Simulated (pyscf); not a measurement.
Thermochemistry of product channels of `[F][CH]=[CH][F]` + `[Cl]` [doublet] on the doublet surface, in kJ/mol, from ωB97M-D3(BJ)/def2-TZVP energies (ideal gas, 1 atm, RRHO with modes under 100 cm⁻¹ raised to 100, one conformer, R ln 2 for rigid chiral ones). Single points on ωB97X-D3(BJ)/def2-SVP structures (PySCF, gas phase).

```csv
products,ΔE,ΔH(298 K),ΔG(900 K),ΔG(1200 K)
`[F][CH][CH]([F])[Cl]` [doublet],___,-96.1,-2.2,+28.3
`[F][CH]([F])[CH][Cl]` [doublet],___,-132.6,-38.2,-7.4
```

Problem. Complete the blanks.

Solution. 
- `[F][CH][CH]([F])[Cl]` [doublet], ΔE: -96.8
- `[F][CH]([F])[CH][Cl]` [doublet], ΔE: -133.8

The channel to F–CH•–CH(F)–Cl turns unfavourable between 298 and 1200 K (ΔG from -64.8 kJ/mol to +28.3 kJ/mol).

These are energies of the channels, which say nothing of barriers. F–CH=CH–F lies 46.1 kJ/mol over its isomer H₂C=C(F)–F, and others may lie lower still (electronic energy, ωB97M-D3(BJ)). Left out: orbital degeneracy and the spin-orbit lowering of Cl.
